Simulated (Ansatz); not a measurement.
**H₃S+ (quintet): wave-function methods side by side, def2-QZVPP**

One table from this session's results is given with a row withheld; the runs are named, their logs left out.

Computed with Ansatz 0.2.0, Gaussian basis. Level: def2-QZVPP, core rule «outside noble gas», up to 5 orbitals frozen.

The runs, in order: UHF; ROHF; CCSD(T) on UHF.

2 further runs of the same task are left out: 2 set aside as unsound or not needed.

## The system

The geometry is a PBE0/def2-TZVP stationary point (not a proven minimum) of the parent state, kept for this charge and spin.

4 atoms, charge 1, spin multiplicity 5.

Atoms are counted from 1 here; the program's logs count them from 0.

Bond lengths: S1–H2 1.357 Å, S1–H3 1.520 Å, S1–H4 1.520 Å. Angles: H2–S1–H3 89.9°, H2–S1–H4 89.9°, H3–S1–H4 179.9°.

Set-up of the first run:

in.yaml

```yaml
crystal:
  periodic: [false, false, false]
  atoms:
    - {symbol: S, position_ang: [0.000000, -0.039104, 0.000000]}
    - {symbol: H, position_ang: [0.000000, 1.318376, 0.000000]}
    - {symbol: H, position_ang: [0.000000, -0.037193, 1.520127]}
    - {symbol: H, position_ang: [0.000000, -0.037193, -1.520127]}
basis:
  gaussian: {orbitals: "def2-QZVPP.json"}
total_charge: 1
magnetization: {spin_polarized: true, initial_magnetization: 4}
hamiltonian: {xc: hf}
output: {orbitals: {seedname: orbitals}}
```

Launch:

```bash
ansatz run in.yaml --threads 1 --pin off --events-out ev --progress --plain --max-ram 2393MiB
```

Steps of the session up to this table: UHF; ROHF; CCSD(T) on UHF.

One table of the session follows, with a row left open; its other results are not shown here.

It belongs to the step «Misses and costs». 

| method | from UCCSD(T) (meV) |
| --- | --- |
| ROHF | +5378.0 |
| UHF | +5068.1 |
| UMP2 | ? |
| UCCSD | +200.7 |
| UCCSD(T) | 0 |

**Question.** Estimate the row for UMP2.

The run gave: from UCCSD(T) (meV): +1001.3. In the column «from UCCSD(T) (meV)» it lies between UCCSD (+200.7) and UHF (+5068.1).
